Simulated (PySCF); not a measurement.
**State search for NaP**

Unrestricted PBE0; Na aug-cc-pVDZ, P aug-cc-pV(D+d)Z; no relativity (PySCF 2.14). Outer shells of the fragments: Na 3s1; P 3s2 3p3.

Followed along the bond (rough minima from three points):

| 2Ms+1 | unpaired | ⟨S²⟩ at the start | R at minimum (Å) | Te (eV) |
| --- | --- | --- | --- | --- |
| 3 | π ↑↑ | 2.02 | 2.67 | 0.00 |
| 1 | π ↑↓ | 1.01 | 2.66 | 0.34 |
| 3 | σ ↑, π ↑ | 2.01 | 2.57 | 0.74 |
| 1 | σ ↓, π ↑ | 1.01 | 2.58 | 1.05 |
| 1 | none | 0.00 | 2.66 | 1.45 |

Solutions found at the starting distance of 2.640 Å, counted from the lowest of them; the search is not exhaustive and high or unbound solutions are not listed, so other states can lie among these:

```tsv
2Ms+1	unpaired	term	E (eV)	⟨S²⟩	⟨Lz²⟩	μ (D)
3	π ↑↑	³Σ⁻	0.00	2.02	0.00	-7.25
1	π ↑↓	mixed	0.34	1.01	2.02	-7.45
3	σ ↑, π ↑	³Π	0.74	2.01	1.01	-8.68
1	σ ↓, π ↑	mixed	1.05	1.01	1.02	-8.59
1	none	mixed	1.45	0.00	2.00	-7.55
5	σ ↑↑, π ↑↑	⁵Σ⁻	1.88	6.00	0.00	3.36
3	σ ↑↑, π ↑↓	mixed	2.62	3.02	2.02	3.49
1	σ ↓↓, π ↑↑	mixed	2.64	2.02	0.00	3.67
5	σ ↑, π ↑↑↑	⁵Π	3.37	6.00	1.00	2.13
3	σ ↑, π ↑	³Π	3.45	2.00	1.01	3.45
1	σ ↓, π ↑	mixed	3.48	1.00	1.01	3.68
3	σ ↑↑	mixed	3.86	2.00	2.00	3.43
3	σ ↑, π ↑↑↓	mixed	4.09	3.02	3.03	2.13
5	σ ↑, π ↑↑, δ ↑	⁵Δ	5.28	6.00	4.00	0.17
```

A term symbol is given only where ⟨S²⟩ and ⟨Lz²⟩ are close to those of a pure state; real π, δ and φ orbitals otherwise mix terms. A positive dipole means Na(−)P(+).

Counting both spins, an empty level lies below a filled one in some of these solutions, because spin and occupation are held.
